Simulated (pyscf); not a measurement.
**Hydrogen abstraction: silyl (SiH₃•) + chloromethane (H₃C–Cl) -> silane (SiH₄) + •H₂C–Cl**

Gas phase, doublet surface, charge 0. Bonds broken: C5–H8. Bonds formed: Si1–H8. Optimised with ωB97X-D3(BJ)/def2-SVP in PySCF.

Transition state (Å):

```xyz
9

Si    -0.7802    -0.0846    -0.8219
H     -0.4258    -1.0024    -1.9455
H     -1.5833     1.0594    -1.3439
H     -1.5690    -0.8287     0.2030
C      1.5313     1.2664     0.8084
Cl     0.5123     2.1454     1.9049
H      2.1047     0.4687     1.2933
H      0.5590     0.5163    -0.1009
H      2.0876     1.9125     0.1203
```

One imaginary mode, 1238i cm⁻¹; descent along it reached the two sides named.

```tsv
bond	change	reactant side (Å)	saddle	product side
C5–H8	breaks	1.098	1.528	3.2
Si1–H8	forms	3.3	1.635	1.490
```

Electronic energies relative to the separated reactants (kcal/mol):

```csv
level,barrier,reaction energy,reverse barrier
ωB97X-D3(BJ)/def2-TZVP,18.0,+8.6,9.4
PBE/def2-TZVP,15.7,+10.9,4.8
r²SCAN/def2-TZVP,16.7,+9.0,7.6
B3LYP-D3(BJ)/def2-TZVP,16.6,+9.1,7.6
PBE0-D3(BJ)/def2-TZVP,17.2,+10.7,6.5
M06-2X/def2-TZVP,21.7,+12.6,9.1
ωB97M-D3(BJ)/def2-TZVP,19.6,+9.2,10.4
HF/def2-TZVP,29.9,+6.7,23.2
```

With ωB97M-D3(BJ)/def2-TZVP energies and thermal terms (ideal gas, 1 atm, RRHO with modes under 100 cm⁻¹ raised to 100, one conformer, R ln 2 for chiral ones without a mode under 150 cm⁻¹), in kcal/mol:

```
T (K)   ΔH‡   ΔG‡    ΔH    ΔG
-----  ----  ----  ----  ----
298    16.4  24.9  +6.3  +6.1
600    17.4  33.3  +6.9  +5.7
900    18.5  41.0  +7.3  +5.0
1200   19.6  48.3  +7.6  +4.2
```

The same reactants have a lower exit, to H₃Si–Cl + CH₃• (barrier +8.8 kcal/mol at ωB97M-D3(BJ)/def2-TZVP, against +19.6 kcal/mol here). This is the saddle that the search found; another between the same sides may lie lower. The angle at the transferred H is 165°.
